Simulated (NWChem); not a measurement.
Atomisation of trimethylamine (C3H9N)

```
N
C 1 1.4491
H 2 1.1098 1 110.19
H 2 1.1098 3 107.79 1 120.28
H 2 1.1260 3 107.42 4 115.47
C 1 1.4491 2 112.45 3 -56.54
H 6 1.1098 1 110.19 2 56.54
H 6 1.1098 7 107.79 1 -120.28
H 6 1.1260 7 107.42 8 -115.47
C 1 1.4491 2 112.43 3 175.34
H 10 1.1098 1 110.19 2 -175.35
H 10 1.1098 11 107.80 1 -120.28
H 10 1.1259 11 107.42 12 -115.49
```
Charge 0, spin multiplicity 1.

The numbers come from NWChem runs, not from measurements. All single points use one geometry, from PBE/def2-SVP, a minimum by its harmonic frequencies.

Basis set: def2-TZVP. The atomisation energy is electronic alone: no zero-point, thermal, spin-orbit or counterpoise terms. No value is extrapolated to the basis-set limit. Free atoms are single determinants with multiplicities C 3, N 4, H 2. Correlated methods freeze the same cores in atoms and molecule, 4 orbitals in all.

No SCF solution was tested for a lower state. Open-shell Hartree-Fock references start from PBE0 orbitals.

Q: Order these methods by the atomisation energy they give, lowest first: LDA (SVWN5), PBE0, M06-2X, PBE, MP2.

A: MP2 (1122.0 kcal/mol), M06-2X (1157.1 kcal/mol), PBE0 (1159.4 kcal/mol), PBE (1175.9 kcal/mol), LDA (SVWN5) (1318.6 kcal/mol)
